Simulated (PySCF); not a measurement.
Constitutional and geometric isomers with formula C3H4. Gas-phase values, no solvent. Strings in code marks are SMILES.

Computed with PySCF with B3LYP-D3(BJ)/def2-TZVP. B3LYP has the VWN-RPA correlation part, as in Gaussian. Delta-SCF ions had no search for a lower state. Excitations are Tamm–Dancoff values on a coarser integration grid. The basis has no diffuse functions, so Rydberg states are missing or too high.

```tsv
species	HOMO–LUMO gap (eV)	vertical ionisation energy (Delta-SCF) (eV)	S1 excitation (TDA) (eV)	S1 oscillator strength
`C#CC`	8.53	10.30	6.72	0.000
`C=C=C`	7.56	10.08	5.92	0.000
`C1=CC1`	6.92	9.78	6.52	0.002
```
